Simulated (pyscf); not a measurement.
PySCF, gas phase, ωB97X-D3(BJ)/def2-SVP geometries.

Problem. Estimate the classical barrier height and the reaction energy of `[OH2]` + `[F][AlH2]` → `[OH][AlH][F]` + `[H][H]` at ωB97M-D3(BJ)/def2-TZVP. The step runs on the singlet surface, breaks H–O, Al–H and forms Al–O, H–H; take the separated reactants as zero.

Solution. ΔE‡ = -6.5 kcal/mol, ΔE = -30.2 kcal/mol. Zero-point energy shifts the barrier by +0.5 kcal/mol. It is a four-centre exchange, with an imaginary mode of 1294i cm⁻¹. On the reactant side the descent ends in an adduct with a Al–O contact, 24.8 kcal/mol under the separated species and 17.4 kcal/mol under the saddle at ωB97X-D3(BJ)/def2-TZVP. At ωB97M-D3(BJ) the saddle lies under the separated reactants, which points to a path from their complex (located at ωB97X-D3(BJ) alone). What is counted as formed (Al–O) is already present as a longer contact in the reactant adduct; forming that adduct is a step of its own. At the saddle there is also a short Al–H contact that neither side keeps. This is the saddle that the search found; another between the same sides may lie lower.
